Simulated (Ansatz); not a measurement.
Q: Name a neutral molecule of C, N, O and H with HOMO energy (PBE0/def2-TZVPP) between -5.95 and -5.65 eV and HOMO energy (ωB97M-V/def2-TZVPP) between -8.35 and -8.05 eV (Ansatz, PBE0-D4/def2-TZVP geometry).

A: `C=C(N)OC` (-5.84 eV, -8.08 eV); `OC1=CN1` (-5.86 eV, -8.16 eV); `C=C(N)O` (-5.86 eV, -8.10 eV); `OC1=CC=N1` (-5.86 eV, -8.09 eV); `N=C=C(O)O` (-5.91 eV, -8.12 eV); `CCN=C=CO` (-5.90 eV, -8.10 eV). Other molecules can fit too; these were computed, each in one conformer that needn't be the lowest.
